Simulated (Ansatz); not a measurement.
## Ansatz (development build ahead of 0.2.0) run

```yaml
crystal:
  periodic: [false, false, false]
  atoms:
    - { symbol: Al, position_ang: [1.45, 0.0, 0.0] }
    - { symbol: Al, position_ang: [-0.725, 1.2557, 0.0] }
    - { symbol: Al, position_ang: [-0.725, -1.2557, 0.0] }
basis:
  gaussian: { orbitals: pcseg-2 }
magnetization:
  initial_magnetization: 1
hamiltonian:
  xc: hf
```

The input is written out in the form of the current development build from the run's settings.

Results

```json
{
  "Converged": "yes",
  "Total energy": "-725.64463 hartree",
  "Spin squared of the determinant": "0.750",
  "Stability test": "minimum among restricted orbitals"
}
```

Caution: in another basis set an unrestricted determinant lies well below.
